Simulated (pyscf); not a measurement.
Optimised with ωB97X-D3(BJ)/def2-SVP in PySCF.

Task: What is the homolytic dissociation enthalpy (298 K, ωB97M-D3(BJ)/def2-TZVP) of the H–P bond of :P–PH₂ [singlet], to •P=PH + H•?

Result: H–P to •P=PH + H•: 51.9 kcal/mol. The 7 functionals that were run give +49.1 (PBE) to +52.1 kcal/mol (ωB97X-D3(BJ)). The radicals are drawn with the spin at the cut bond; how far it spreads was not checked. :P–PH₂ [singlet] lies 25.0 kcal/mol over its isomer HP=PH (electronic energy, ωB97M-D3(BJ)).
